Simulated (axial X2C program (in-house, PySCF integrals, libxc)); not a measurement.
**Working with the constants of O₂**

A bond curve at the CCSD(T) level, two-component, was computed with an axial X2C code built on PySCF integrals (basis O dyall-av4z [8s7p4d3f2g] (cores contracted in-house)) for the state Ω = 1 (⟨Sz⟩ = 1.00, ⟨Lz⟩ = 0.00 at HF). Its fit gives Re = 1.2084 Å, ωe = 1593.1 cm⁻¹, ωexe = 11 cm⁻¹ and αe = 1.516e-02 cm⁻¹; the masses are 15.9949 and 15.9949 u. Two-component means X2C with spin–orbit coupling and atomic mean-field Coulomb and Gaunt terms.

Correlated methods: 12 electrons correlated (number of frozen shells: O 1 s), 332 virtual spin orbitals or spinors in MP2, 162 natural virtuals in coupled cluster.

Q: Find the reduced mass, Be and the force constant.

A: From the CCSD(T) values: μ = 7.9974 u. Be = 16.8576/(μ Re²) = 1.444 cm⁻¹. k = 5.8918×10⁻⁷ μ ωe² = 12 mdyn/Å.

Q: Estimate the centrifugal constant by the Kratzer relation.

A: D = 4Be³/ωe² = 4.74e-06 cm⁻¹.

Q: Where do the fundamental and the first overtone lie?

A: ν(1←0) = ωe − 2ωexe = 1571.1 cm⁻¹; ν(2←0) = 2ωe − 6ωexe = 3120.2 cm⁻¹.

Q: Estimate De from a Morse curve and compare with the computed well depth of 5.101 eV to O + O.

A: De(Morse) = ωe²/(4ωexe) = 7.152 eV against 5.101 eV computed, a ratio of 1.40. The extrapolation overshoots: the well softens faster than a Morse curve, or the lowest atomic limit lies below the one to which the curve heads.

Q: A Morse curve ties αe to the other constants (Pekeris). How well does that hold?

A: αe(Morse) = 6Be²/ωe × (√(ωexe/Be) − 1) = 1.382e-02 cm⁻¹; the CCSD(T) curve gives 1.516e-02 cm⁻¹, a ratio of 0.91.

The state is one determinant whose occupation by symmetry is held fixed; it was picked as the lowest of a PBE0 search that is not exhaustive. Dissociation energies refer to the lowest single-determinant-based atoms at the same level and basis. Coupled cluster ran in a truncated set of natural virtual spinors; the MP2 energy of the rest was added. (T) has no such correction and the atoms are truncated less, which lowers De at CCSD(T) by a hundredth of an eV or more. With several unpaired electrons one determinant need not be a pure state. Open-shell Ω = 0 determinants with evenly filled partner blocks cannot be reached by this program, so the Ω shown need not be the lowest component. This is the Ω = 1 component of a π² triplet; the 0⁺ component is not one determinant and can lie lowest.
